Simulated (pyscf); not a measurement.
Single points on ωB97X-D3(BJ)/def2-SVP structures (PySCF, gas phase).

### Question
For HO–TaH(OH)(Cl)–Cl → O=Ta(OH)(Cl)–Cl + hydrogen (H₂), an elimination (singlet surface; H–O, H–Ta broken, H–H formed), PBE/def2-TZVP gives ΔE‡ = 19.1 kcal/mol and ΔE = -11.6 kcal/mol (zero: the reactant's lowest minimum found). In which direction and how far do PBE0-D3(BJ)/def2-TZVP, M06-2X/def2-TZVP, ωB97M-D3(BJ)/def2-TZVP move these?

### Answer
PBE0-D3(BJ): ΔE‡ = 22.8 kcal/mol, ΔE = -7.5 kcal/mol; M06-2X: ΔE‡ = 26.5 kcal/mol, ΔE = -8.9 kcal/mol; ωB97M-D3(BJ): ΔE‡ = 25.2 kcal/mol, ΔE = -8.7 kcal/mol. PBE's barrier lies under all of them, by 3.6 to 7.3 kcal/mol. Its reaction energy lies under all of them, by 2.7 to 4.1 kcal/mol. At the saddle there is also a short H–Ta contact that neither side keeps. One saddle was located; it need not be the lowest between these sides. Elements past Kr carry the def2 core potentials, without spin-orbit coupling.
